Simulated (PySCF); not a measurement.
Magnetic shielding above rings: a mixed set.

NICS = −σ at a ghost point: NICS(0) at the centroid of the ring atoms, NICS(1) 1 Å to either side along the normal of their mean plane, zz for the tensor component along that normal. Level: GIAO PBE0/pcSseg-1 (PySCF, non-relativistic, gas phase) on the PBE0-D3(BJ)/def2-SVP geometries, one conformer each. Atom numbers follow the mapped SMILES.

Question: Order these rings by mean NICS(1)zz, lowest (most negative) first (ppm).
A. ring C3–C4–C5–Si6 in `[CH:1]#[C:2][C@@H:3]1[CH2:4][CH2:5][Si@H:6]1[NH2:7]`
B. ring C3–C4–C5–C6–C7–C9 in `[CH:1]#[C:2][C@@H:3]1[CH2:4][CH2:5][CH2:6][C@@H:7]2[O:8][C@H:9]12`
C. ring C4–C5–C6–C7–C8–C9 in `[CH3:1][C@@H:2]([OH:3])[c:4]1[cH:5][cH:6][cH:7][cH:8][cH:9]1`
D. ring C2–C3–C4–C5–Si6 in `[CH3:1][C:2]1=[CH:3][CH:4]=[CH:5][Si@@H:6]1[NH2:7]`
E. ring C2–C3–C4–C5–C7–C9 in `[F:1][c:2]1[cH:3][cH:4][c:5]([F:6])[c:7]([F:8])[cH:9]1`
F. ring C3–C4–C5–Si6–N7 in `[CH:1]#[C:2][C@H:3]1[CH2:4][CH2:5][SiH2:6][NH:7]1`
G. ring C4–C5–N6 in `[F:1][CH:2]([F:3])[C@@H:4]1[CH2:5][NH:6]1`

Answer: C (-28.8), E (-26.4), G (-23.0), F (-4.2), A (-0.2), B (2.7), D (5.1).

```csv
SMILES,ring,NICS(0),NICS(1),NICS(1)zz,HOMA,rms pucker (Å),ring atoms with four or more neighbours
C[C@@H](O)c1ccccc1,6-membered carbocycle; formal bonds all aromatic,-8.8,-11.5,-28.8,0.98,0.00,0
Fc1ccc(F)c(F)c1,6-membered carbocycle; formal bonds all aromatic,-13.2,-11.5,-26.4,0.99,0.00,0
FC(F)[C@@H]1CN1,3-membered ring with N; formal bonds all single,-45.5,-7.4,-23.0,–,0.00,2
C#C[C@H]1CC[SiH2]N1,5-membered ring with N and Si; formal bonds all single,-7.0,-3.7,-4.2,–,0.17,4
C#C[C@@H]1CC[Si@H]1N,4-membered ring with Si; formal bonds all single,-6.4,-3.9,-0.2,–,0.17,4
C#C[C@@H]1CCC[C@@H]2O[C@H]12,6-membered carbocycle; formal bonds all single,-4.9,-3.5,2.7,–,0.20,6
CC1=CC=C[Si@@H]1N,"5-membered ring with Si; formal bonds 2 double, 3 single",2.3,-0.6,5.1,–,0.01,1
```

NICS(0) gives another order. The isotropic NICS(1) gives another order. HOMA uses Krygowski's 1993 parameters; it is left out where a ring has a four-coordinate atom, a triple bond, no multiple bond or a kind of bond without parameters. NICS(1) and NICS(1)zz are means over the two faces.
